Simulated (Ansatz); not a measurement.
Ansatz (a program for electronic structure) input (B3LYP/def2-TZVPD):

Ansatz 0.2 input:
```yaml
crystal:
  periodic: [false, false, false]
  atoms:
    - {symbol: C, position_ang: [-0.00304570, -0.15641480, 2.06744886]}
    - {symbol: C, position_ang: [-0.00102067, -0.05592749, 0.70608771]}
    - {symbol: C, position_ang: [0.00080695, 0.03228757, -0.51321328]}
    - {symbol: C, position_ang: [0.00285697, 0.15186452, -1.95874397]}
    - {symbol: H, position_ang: [-0.93121596, -0.20490266, 2.62122401]}
    - {symbol: H, position_ang: [0.92347531, -0.19046764, 2.62504838]}
    - {symbol: H, position_ang: [-0.00468476, 1.20230164, -2.26611604]}
    - {symbol: H, position_ang: [0.89181721, -0.31201186, -2.39299250]}
    - {symbol: H, position_ang: [-0.87697708, -0.32577834, -2.39663976]}
basis:
  gaussian:
    orbitals: def2-TZVPD
hamiltonian:
  xc: {name: B3LYP}
magnetization: {spin_polarized: true, initial_magnetization: 1}
output: {forces: true}
```

Output:

```
Functional definition: B3LYP
integrals: 0.07 GiB planned
951 factors; their error is unknown
mean field: 1.05 GiB planned
mean field evaluation 1: about -4220.1085 eV, gradient 4.1e1 eV
mean field evaluation 2: about -4218.9987 eV, gradient 4.2e1 eV
mean field evaluation 4: about -4228.4122 eV, gradient 3.5e0 eV
mean field evaluation 8: about -4228.4689 eV, gradient 1.1e-1 eV
mean field evaluation 16: about -4228.4540 eV, gradient 6.8e-4 eV
mean field -4228.45400513 eV, -155.3928185394 hartree, gradient 5.1e-5 eV, S^2 0.768526; 0 other end points of the search recorded, 0 dependent functions left out
the calculation of the forces begins
reference -4228.45428188 eV, -155.3928287099 hartree; 15, 14 occupied and 178, 179 virtual orbitals, 951 factors
Total energy: -4228.45428188 eV, -155.3928287099 hartree
Atom 0 at    -0.003046    -0.156415     2.067449 Å, force    -0.000022    -0.001671     0.016953 eV/Å
Atom 1 at    -0.001021    -0.055927     0.706088 Å, force    -0.000031    -0.001043     0.019161 eV/Å
Atom 2 at     0.000807     0.032288    -0.513213 Å, force     0.000017     0.001789    -0.015196 eV/Å
Atom 3 at     0.002857     0.151865    -1.958744 Å, force     0.000033    -0.000650    -0.013776 eV/Å
Atom 4 at    -0.931216    -0.204903     2.621224 Å, force    -0.005072    -0.000543     0.007373 eV/Å
Atom 5 at     0.923475    -0.190468     2.625048 Å, force     0.005049    -0.000464     0.007394 eV/Å
Atom 6 at    -0.004685     1.202302    -2.266116 Å, force    -0.000015     0.003711    -0.006538 eV/Å
Atom 7 at     0.891817    -0.312012    -2.392993 Å, force     0.002232    -0.000548    -0.007681 eV/Å
Atom 8 at    -0.876977    -0.325778    -2.396640 Å, force    -0.002192    -0.000582    -0.007690 eV/Å
Dipole moment:     0.000271     0.019276    -0.204142 e Å
```

It need not be the lowest isomer of its formula.
